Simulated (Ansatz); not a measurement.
One change: `[OH][AlH][SH]` becomes `[OH][AlH2]`.

Ansatz, PBE0-D4/def2-TZVP geometries, multiplicity 1. Each molecule was computed in one conformer, which needn't be the lowest.

| property | `[OH][AlH][SH]` |
| --- | --- |
| size of the dipole moment (PBE/def2-TZVPP) / D | 1.63 |
| size of the dipole moment (B3LYP/def2-TZVPP) / D | 1.60 |
| LUMO energy (ωB97M-V/def2-TZVPP) / eV | 1.05 |
| HOMO energy (PBE0/def2-TZVPP) / eV | -7.79 |
| HOMO energy (ωB97M-V/def2-TZVPP) / eV | -9.98 |
| LUMO energy (PBE0/def2-TZVPP) / eV | -0.57 |

(1) What does the change do to each property? (An estimate is asked.)

Answers

(1) The calculation gave: 
```csv
property,`[OH][AlH2]`,shift
size of the dipole moment (PBE/def2-TZVPP) / D,1.19,-0.44
size of the dipole moment (B3LYP/def2-TZVPP) / D,1.23,-0.37
LUMO energy (ωB97M-V/def2-TZVPP) / eV,0.63,-0.42
HOMO energy (PBE0/def2-TZVPP) / eV,-8.37,-0.58
HOMO energy (ωB97M-V/def2-TZVPP) / eV,-10.61,-0.63
LUMO energy (PBE0/def2-TZVPP) / eV,-0.96,-0.39
```

With PBE0 the HOMO falls by 0.58 eV and the LUMO falls by 0.39 eV, so the gap widens by about 0.19 eV. PBE moves the HOMO by -0.47 eV and ωB97M-V by -0.63 eV. The zero-point energy changes by -8.6 kJ/mol with -3 modes. Dipoles are sizes alone; their direction can turn.

B3LYP here is the variant with VWN-RPA as its local correlation; programs differ in this.
